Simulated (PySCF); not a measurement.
## Dipole moment and polarisability of `FP(F)F`

PF₃.
SMILES with atom numbers: `[F:1][P:2]([F:3])[F:4]`

Cartesian coordinates in Å at the PBE0-D3(BJ)/def2-TZVP level; atoms count from 1:
```xyz
4
PF3 angstrom
F     -0.6298   -0.2779    1.1832
P      0.1782    0.5404    0.1117
F      1.2573   -0.5546   -0.2137
F     -0.7680    0.2685   -1.1138
```

Level: CAM-B3LYP/aug-cc-pVTZ (PySCF), static field, nuclei fixed, core orbitals frozen in the response. The polarisability tensor in these axes (au):

```
x   26.73 -0.81 -0.18
y   -0.81 24.35 -0.58
z   -0.18 -0.58 26.86
```

Give the principal values, the mean and the anisotropy Δα = √{½[(α1 − α2)² + (α2 − α3)² + (α1 − α3)²]}.

Principal values 23.97, 26.98 and 26.98 au; mean 25.98 au = 3.85 Å³ = 4.28 × 10⁻⁴⁰ C²·m²/J; Δα = 3.01 au (12 % of the mean).

What is the dipole moment, and where does it point?

(0.32, 1.03, 0.23) D, 1.10 D in size, pointing from the negative to the positive side. Measured along this direction, the outermost atoms are F4, F1 and F3 at the negative end and P2 at the positive end.

Orientational against electronic polarisability at 500 K (dilute gas, rigid molecules)?

In Gaussian units μ²/3kT = 5.86 Å³ against 3.85 Å³, a ratio of 1.52; the Debye molar polarisation (4π/3)N_A(α + μ²/3kT) is 24.5 cm³/mol, leaving out the vibrational part.

Form Σ f/ω² (atomic units) for the 10 lowest TDDFT singlets, given as eV and f, and set it beside the mean polarisability, which is this sum over all singlets: 7.89, 0.1852; 7.89, 0.1853; 9.01, 0.1151; 9.23, 0.1036; 10.13, 0.0002; 10.13, 0.0002; 10.84, 0.0386; 10.84, 0.0386; 10.95, 0.0000; 11.02, 0.0000.

They add up to 6.85 au, 26.4 % of the 25.98 au; the largest single term is 2.20 au, from the state at 7.89 eV. Terms in order: 2.20, 2.20, 1.05, 0.90, 0.00, 0.00, 0.24, 0.24, 0.00, 0.00 au. Higher excitations give the rest. The strengths listed sum to 0.667.

Find the Langevin capture rate constant for H3O+ (19.018 u) meeting this molecule (87.969 u), k = 2.342 × 10⁻⁹ cm³/s × √(α in Å³ / reduced mass in u).

The reduced mass is 15.64 u, so k = 1.16 × 10⁻⁹ cm³/s. The formula leaves out the permanent dipole, which adds to the capture rate.

Refractivity n − 1 of an ideal gas of it at 298.15 K and 1 atm, from the electronic α?

N = p/kT = 2.4615 × 10¹⁹ cm⁻³, so n − 1 = 2π × N × 3.85 × 10⁻²⁴ cm³ = 595 × 10⁻⁶ at long wavelengths, for an ideal gas.

Isolated species at its PBE0-D3(BJ)/def2-TZVP geometry, gas phase.
